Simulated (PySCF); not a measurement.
Species: C2H4N2.
Atom-mapped SMILES: `[H]/[N:1]=[CH:2]\[CH:3]=[N:4]/[H]` (hydrogens: H5 on N1; H6 on C2; H7 on C3; H8 on N4)

The closed-shell SCF was solved with PySCF and density fitting under several settings on one GFN2-xTB geometry (grid level 2 and gas phase unless stated).

```csv
settings,basis functions,SCF cycles,E (Eh),HOMO (eV),LUMO (eV),dipole (D)
"B97-D/aug-cc-pVDZ, energy threshold 1e-06 Eh",128,7,-187.9727,-6.18,-3.01,0.02
"PBE0/pcJ-1, IEF-PCM tetrahydrofuran, energy threshold 1e-08 Eh",148,8,-187.8673,-7.51,-1.81,0.02
"KT3/def2-SVP, start guess huckel, energy threshold 1e-11 Eh",76,14,-190.8128,-5.98,-2.75,0.02
```

Task: Estimate the row for these settings: PBE0/pcSseg-0.

Result: 
| settings | basis functions | SCF cycles | E (Eh) | HOMO (eV) | LUMO (eV) | dipole (D) |
| --- | --- | --- | --- | --- | --- | --- |
| PBE0/pcSseg-0 | 44 | 12 | -187.3886 | -7.21 | -1.97 | 0.02 |

Task: Over all rows, what range does the HOMO–LUMO gap span?

Result: From 3.17 eV (B97-D/aug-cc-pVDZ, energy threshold 1e-06 Eh) to 5.70 eV (PBE0/pcJ-1, IEF-PCM tetrahydrofuran, energy threshold 1e-08 Eh). The functional of the narrowest has no exact exchange, that of the widest 25 % exact exchange.

B97-D ran without the empirical dispersion term, which would shift the total energy alone. Cycle counts include a coarse-grid stage where the run had one. KT3 was designed for NMR shieldings or shifts; total energies of different functionals aren't comparable. Geometry: GFN2-xTB, one conformer.

Conformer computed: `[H]/[N:1]=[CH:2]\[CH:3]=[N:4]/[H]`: N1–C2–C3–N4 180°.
